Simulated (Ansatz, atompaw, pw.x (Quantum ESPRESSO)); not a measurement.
## Sn: does the PAW (atompaw) potential hold in the solid?

Sn, PAW, made with atompaw 4.2.0.5 (LDA (PW92), scalar-relativistic). Core [Kr] 4d10, reference 5s1.5 5p2.5. Waves: 5s (bound): rc 3.00 bohr; 5s channel at -0.3 Ry: rc 3.00 bohr; 5p (bound): rc 3.00 bohr; 5p channel at 0.45 Ry: rc 3.00 bohr; 5d channel at 0.35 Ry: rc 3.00 bohr; 5d channel at 2.5 Ry: rc 3.00 bohr. Local part: bessel scheme, radius 2.30 bohr. Core correction: smooth core density matched at 2.30 bohr. Augmentation charge: sinc compensation charge, radius 2.30 bohr; PAW radius 3.00 bohr; waves and projectors: custom rrkj vanderbiltortho.

Atomic tests: cutoffs needed: 6 Ry and 8 Ry (the cutoffs (Ry, on a coarse ladder) from which the occupation-weighted sum of valence levels, in a spherical-Bessel basis at the reference potential, stays within 10 and 1 mRy of its value at 400 Ry); ghost test: no extra level below or beside the all-electron valence levels (s, p, d, f tested) (spherical-Bessel basis up to 400 Ry, 20 bohr box); lowest eigenvalue of the overlap operator: 0.36 (s channel).

Crystal test: diamond Sn in pw.x 7.5, no spin, 8³ k-points, Fermi–Dirac smearing 0.01 Ry, cutoffs 40/400 Ry. The lattice is a test structure that the element need not adopt, and mesh and smearing are coarse.

pw.x input:

```
&control
  calculation='scf', prefix='x', pseudo_dir='./', outdir='./tmp', tstress=.true., disk_io='none'
/
&system
  ibrav=0, nat=2, ntyp=1, ecutwfc=40, ecutrho=400, nbnd=11,
  occupations='smearing', smearing='fd', degauss=0.01
/
&electrons
  conv_thr=1e-09, mixing_beta=0.4, electron_maxstep=70
/
ATOMIC_SPECIES
Sn 1.0 Sn.UPF
CELL_PARAMETERS angstrom
  0.00000000 3.23923063 3.23923063
  3.23923063 0.00000000 3.23923063
  3.23923063 3.23923063 0.00000000
ATOMIC_POSITIONS crystal
Sn 0.0000 0.0000 0.0000
Sn 0.2500 0.2500 0.2500
K_POINTS automatic
8 8 8 0 0 0
```

```bash
pw.x < Sn.scf.in > Sn.scf.out
```

**Question.** How does the run end?

**Answer.** It converges; the pressure is 0.46 GPa against 0.00 GPa from all-electron LAPW. The largest radius (3.00 bohr) exceeds half the bond length (2.65 bohr), so the spheres overlap, which is one possible source of error among others. The log shows:

```
     total energy              =    -646.32705306 Ry
     estimated scf accuracy    <       0.04026469 Ry
     iteration #  2     ecut=    40.00 Ry     beta= 0.40
     negative rho (up, down):  9.212E-02 0.000E+00
     total energy              =    -646.32290270 Ry
     estimated scf accuracy    <       0.00954487 Ry
     iteration #  3     ecut=    40.00 Ry     beta= 0.40
     negative rho (up, down):  9.554E-02 0.000E+00
     total energy              =    -646.32383555 Ry
     estimated scf accuracy    <       0.00012829 Ry
     iteration #  4     ecut=    40.00 Ry     beta= 0.40
     negative rho (up, down):  9.527E-02 0.000E+00
     total energy              =    -646.32384609 Ry
     estimated scf accuracy    <       0.00002811 Ry
     iteration #  5     ecut=    40.00 Ry     beta= 0.40
     negative rho (up, down):  9.520E-02 0.000E+00
     total energy              =    -646.32385081 Ry
     estimated scf accuracy    <       0.00000085 Ry
     iteration #  6     ecut=    40.00 Ry     beta= 0.40
     negative rho (up, down):  9.520E-02 0.000E+00
     total energy              =    -646.32385085 Ry
     estimated scf accuracy    <       0.00000006 Ry
     iteration #  7     ecut=    40.00 Ry     beta= 0.40
     negative rho (up, down):  9.521E-02 0.000E+00
     the Fermi energy is     4.1740 ev
!    total energy              =    -646.32385085 Ry
     estimated scf accuracy    <          6.2E-10 Ry
     smearing contrib. (-TS)   =      -0.00119545 Ry
     The total energy is F=E-TS. E is the sum of the following terms:
     one-electron contribution =       5.08449972 Ry
     hartree contribution      =       0.99699031 Ry
     xc contribution           =      -8.43015743 Ry
     ewald contribution        =     -14.08023616 Ry
     one-center paw contrib.   =    -629.89375185 Ry
     convergence has been achieved in   7 iterations
     negative rho (up, down):  9.521E-02 0.000E+00
          total   stress  (Ry/bohr**3)                   (kbar)     P=        4.61
     Message from routine punch:
     Nothing written, as per user request (disk_io='none')
```
